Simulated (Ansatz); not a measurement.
## [H···H···SiH3], doublet in cc-pVDZ: errors against RCCSDTQ

Geometry: a point of a hydrogen-transfer path between rigid fragments, not a stationary point.

```yaml
atoms:
  - { symbol: H, position_ang: [-2.6755, 0.0000, 0.0000] }
  - { symbol: H, position_ang: [-1.9305, 0.0000, 0.0000] }
  - { symbol: Si, position_ang: [0.1055, 0.0000, 0.0000] }
  - { symbol: H, position_ang: [0.5555, -1.4163, 0.0000] }
  - { symbol: H, position_ang: [0.5555, 0.7081, -1.2265] }
  - { symbol: H, position_ang: [0.5555, 0.7081, 1.2265] }
```

Basis cc-pVDZ; Ansatz 0.2.0. Only valence electrons are correlated (noble-gas cores frozen), which leaves 9 electrons in 38 orbitals. R marks a restricted (for open shells ROHF) determinant, U an unrestricted one. Active spaces: valence = (9e, 9o) chosen from the atoms' valence shells; pair = (3e, 3o) about the gap.

Full CI isn't at hand for all of this; RCCSDTQ serves as the reference, and is uncertain by about the last step of the cluster series. The frozen core follows each run's orbitals, which can shift R against U totals by a few meV.

For open shells CISD is restricted-active-space CI with the open shells as a complete middle space.

The UHF ⟨S²⟩ is 0.761 and the T1 diagnostic (RCCSD) is 0.0179. The largest doubles amplitude (RCCSD) is 0.032. The T1 diagnostic (UCCSD) is 0.0126.

Problem. From what is known of these methods and the diagnostics, rank them by the size of their error in total energy against RCCSDTQ in cc-pVDZ, smallest first (an estimate: the text doesn't fix the numbers).
A. MRCISD (valence space)
B. CISD
C. UCCSDT
D. NEVPT2 (pair space)
E. RCCSD(T)

Solution. C (0.07 mEh), E (0.77 mEh), A (5.74 mEh), B (12.65 mEh), D (37.21 mEh).

All errors are against RCCSDTQ in cc-pVDZ. 

Natural occupations of CASSCF (valence space) about the gap: 1.985 1.977 1.975 1.975 1.002 0.028 0.022 0.019 0.019; effectively unpaired electrons, Σ n²(2−n)², 1.02.
